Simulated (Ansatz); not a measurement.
# BH₄O (doublet): wave-function methods side by side at distance B1–H4 along a hydrogen transfer = 1.291 Å, cc-pVDZ

One table from this session's results is given with a row withheld; the runs are named, their logs left out.

Program: Ansatz 0.2.0, Gaussian basis. Level of theory: cc-pVDZ, core rule «outside noble gas», up to 2 orbitals frozen. These are calculated values, not measurements.

Plan: UHF; CCSD(T) on ROHF; CCSD(T) on UHF; BCCD(T) on ROHF; CISD; CCSDT(Q) on ROHF; CCSDT(Q) on UHF; CASSCF and MRCISD+Q, 3 electrons in 3 orbitals; CASSCF and NEVPT2, 3 electrons in 3 orbitals.

5 further runs of the same task are left out: 1 for a mislabelled method, 2 that didn't finish, 2 set aside as unsound or not needed.

### What is computed

The geometry derives from fragments relaxed apart (PBE0/def2-TZVP) and kept rigid, so it is no stationary point. A hydrogen atom is moved between rigid fragments.

6 atoms, charge 0, spin multiplicity 2.

Atoms are counted from 1 here; the program's logs count them from 0.

Bond lengths: B1–H2 1.193 Å, B1–H3 1.193 Å, B1–H4 1.291 Å, H4–O5 1.234 Å, O5–H6 0.973 Å. Angles: H2–B1–H3 120.0°, H2–B1–H4 120.0°, H3–B1–H4 120.0°, B1–H4–O5 180.0°, H4–O5–H6 105.0°.

Set-up of the first run:

in.yaml

```yaml
crystal:
  periodic: [false, false, false]
  atoms:
    - {symbol: B, position_ang: [-1.403783, 0.030718, 0.000000]}
    - {symbol: H, position_ang: [-2.000516, 1.064290, 0.000000]}
    - {symbol: H, position_ang: [-2.000517, -1.002853, 0.000000]}
    - {symbol: H, position_ang: [-0.112783, 0.030718, 0.000000]}
    - {symbol: O, position_ang: [1.121217, 0.030718, 0.000000]}
    - {symbol: H, position_ang: [1.373076, -0.909232, 0.000000]}
basis:
  gaussian: {orbitals: cc-pVDZ}
magnetization: {spin_polarized: true, initial_magnetization: 1}
hamiltonian: {xc: hf}
output: {orbitals: {seedname: orbitals}}
```

On the command line:

```sh
$ ansatz run in.yaml --threads 1 --pin off --events-out ev --progress --plain --max-ram 2393MiB
```

Steps of the session up to this table: UHF; CCSD(T) on ROHF; CCSD(T) on UHF; BCCD(T) on ROHF; CISD; CCSDT(Q) on ROHF; CCSDT(Q) on UHF; CASSCF and MRCISD+Q, 3 electrons in 3 orbitals; CASSCF and NEVPT2, 3 electrons in 3 orbitals.

One of the session's tables, all rows but one given; the rest of the session is left out.

```
       method  from UCCSDT(Q) (kcal/mol)
         ROHF                    +204.78
          UHF                    +197.93
         RMP2                     +25.39
         UMP2                     +27.20
         CISD                     +21.13
        RCCSD                      +4.91
        UCCSD                      +4.69
     RCCSD(T)                      +0.95
     UCCSD(T)                      +0.96
      BCCD(T)                      +0.94
       RCCSDT                          ?
       UCCSDT                      +0.40
    RCCSDT(Q)                      +0.01
    UCCSDT(Q)                          0
  CASSCF pair                    +188.98
  MRCISD pair                     +18.25
MRCISD+Q pair                      +2.81
```

**Question.** Estimate the row for RCCSDT.

**Answer.** from UCCSDT(Q) (kcal/mol): +0.43. In the column «from UCCSDT(Q) (kcal/mol)» it lies between UCCSDT (+0.40) and BCCD(T) (+0.94).

Among the levels timed on like hardware and quicker than the yardstick, those that no quicker one beats, quickest first: MRCISD+Q pair (2.1 s, +2.81 kcal/mol); RCCSD(T) (2.8 s, +0.95 kcal/mol); BCCD(T) (3.5 s, +0.94 kcal/mol).

Not comparable, so not listed: CASSCF and NEVPT2, 3 electrons in 3 orbitals (they don't share determinant, frozen orbitals or solution with the rows shown, or repeat one).

Caveats from the session: Restricted and unrestricted rows rest on different reference determinants; where their highest levels disagree by more than a few hundredths of an eV, they describe different states and don't form one ladder. Warnings in the runs' records: passed over end.
